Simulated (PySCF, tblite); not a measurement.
C₄H₁₀O.
Atom-mapped SMILES: `[CH3:1][CH2:2][CH2:3][O:4][CH3:5]` (hydrogens: H6, H7, H8 on C1; H9, H10 on C2; H11, H12 on C3; H13, H14, H15 on C5)

The geometry is computed with GFN2-xTB (gas phase).

Task: List the bond lengths, angles and torsions at this level.

Result: 
```tsv
bond	length (Å)	order
C1–C2	1.523	single
C2–C3	1.524	single
C3–O4	1.410	single
O4–C5	1.402	single
C1–H6, C1–H7, C1–H8	1.088	single
C2–H9, C2–H10	1.091	single
C3–H11, C3–H12	1.103	single
C5–H13	1.088	single
C5–H14, C5–H15	1.098	single
```

Bonds in one row agree within 0.01 Å and their mean is given. Orders are formal, as drawn. A selection of angles:
```tsv
angle	degrees
C2–C1–H6	110.4
C2–C1–H7	110.6
H6–C1–H7	108.5
C1–C2–C3	111.4
C1–C2–H9	110.2
C3–C2–H9	108.5
H9–C2–H10	107.7
C2–C3–O4	109.0
C2–C3–H11	110.1
O4–C3–H11	109.9
H11–C3–H12	107.7
C3–O4–C5	112.9
O4–C5–H13	106.8
O4–C5–H14	111.3
H13–C5–H14	109.4
H14–C5–H15	108.5
```

Dihedral angles: C1–C2–C3–O4 180° (antiperiplanar); C2–C3–O4–C5 180° (antiperiplanar).

Of the pairs four or more bonds apart, H11···H14 is among the closest relative to their van der Waals radii: 2.42 Å, 101 % of the sum of Bondi's values. The 5 heavy atoms lie in one plane (0.001 Å rms).

Point group: Cs (tolerance 0.08 Å). Its GFN2-xTB frequencies are all real (lowest 87 cm⁻¹). One conformer, not necessarily the lowest. 2 starts were optimised and ended at 0.00 and 2.52 kcal/mol (GFN2-xTB); the lowest of these is shown.
